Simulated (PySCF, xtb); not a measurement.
Dissociation curve of CN, doublet.

Methods: UMP2/6-31G* = unrestricted MP2 (frozen core)/6-31G*, spherical d in PySCF; GFN1-xTB (xtb); UHF/LANL2DZ = unrestricted Hartree-Fock/LANL2DZ in PySCF; UCCSD(T) = PySCF with CCSD(T) on UHF/cc-pVTZ, 2 core orbitals frozen.

Energies relative to the lowest point of each curve near equilibrium, in eV; the last columns give the difference from UCCSD(T):

```tsv
R / Å	UMP2/6-31G*	GFN1-xTB	UHF/LANL2DZ	UCCSD(T)	UMP2/6-31G* − UCCSD(T)	GFN1-xTB − UCCSD(T)	UHF/LANL2DZ − UCCSD(T)
0.86	11.640	10.574	12.085	11.099	0.541	-0.525	0.986
0.93	5.683	4.887	6.141	5.602	0.081	-0.714	0.539
0.99	2.591	2.109	3.063	2.749	-0.158	-0.640	0.314
1.04	1.034	0.806	1.493	1.292	-0.259	-0.487	0.201
1.08	0.316	0.243	0.713	0.576	-0.260	-0.333	0.137
1.12	0.000	0.000	0.243	0.167	-0.167	-0.167	0.076
1.16	0.371	0.000	0.000	0.000	0.371	0.000	0.000
1.19	0.455	0.124	0.698	0.001	0.455	0.123	0.697
1.22	0.508	0.329	0.660	0.088	0.420	0.242	0.572
```

UMP2/6-31G* is furthest from UCCSD(T) at 0.86 (0.541 eV, above); its mean absolute difference over the points is 0.301 eV.

GFN1-xTB is furthest from UCCSD(T) at 0.93 (-0.714 eV, below); its mean absolute difference over the points is 0.359 eV.

UHF/LANL2DZ is furthest from UCCSD(T) at 0.86 (0.986 eV, above); its mean absolute difference over the points is 0.392 eV.

The scan ran from 0.86 to 4.65 Å; beyond the distances shown one of the unrestricted levels run for this scan, shown here or not, changes its spin distribution in one step. The unrestricted determinant behind UMP2/6-31G* is spin-contaminated at 1.08 to 1.22 Å (<S²> up to 1.0, against 0.75 for a pure doublet). The unrestricted determinant behind UHF/LANL2DZ is spin-contaminated at 1.04 to 1.22 Å (<S²> up to 1.2, against 0.75 for a pure doublet). The unrestricted determinant behind UCCSD(T) is spin-contaminated at 1.08 to 1.22 Å (<S²> up to 1.4, against 0.75 for a pure doublet).
